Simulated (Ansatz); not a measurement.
The same path of CH4BCl + H (8 atoms, charge 0, multiplicity 2) was run twice with different band settings. Lost on the way: B1–H2. Made: H2–H8.

Computed with Ansatz 0.2.0, UKS B3LYP-D4/def2-SVP.

Relaxed end points:

```xyz
8
Properties=species:S:1:pos:R:3
B 0.025 -0.004 -0.200
H 0.127 -0.029 1.002
Cl 1.542 0.023 -1.098
C -1.355 0.002 -0.919
H -1.926 -0.893 -0.609
H -1.950 0.861 -0.555
H -1.309 0.036 -2.017
H -0.048 0.004 3.550
```

```xyz
8
Properties=species:S:1:pos:R:3
B 0.163 0.009 -0.566
H 0.003 -0.006 2.419
Cl 1.566 -0.002 -1.598
C -1.326 0.008 -1.010
H -1.813 -0.905 -0.621
H -1.857 0.850 -0.534
H -1.476 0.055 -2.102
H -0.155 -0.009 3.166
```

Common settings: movable images 7; climbing image yes; optimiser quadratic models (default); start path through a guess of the saddle point; force threshold 0.03 eV/Å; iteration limit 60; end points relaxed.

| run | spring |
| --- | --- |
| 1 | 5.0 eV/Å² |
| 2 | 2.0 to 10.0 eV/Å², energy-weighted |

What does each run give, and how far can it be trusted?

Run 1: converged after 19 iterations, highest image 0.221 eV above the first end. A vibrational analysis at the climbing image gives one clearly imaginary mode, 1040i cm⁻¹, and a faint second one (16i cm⁻¹) that may be numerical noise or a soft torsion: probably a first-order saddle point.
Run 2: converged after 7 iterations, highest image 0.226 eV above the first end. The order of the stationary point at the top wasn't checked.
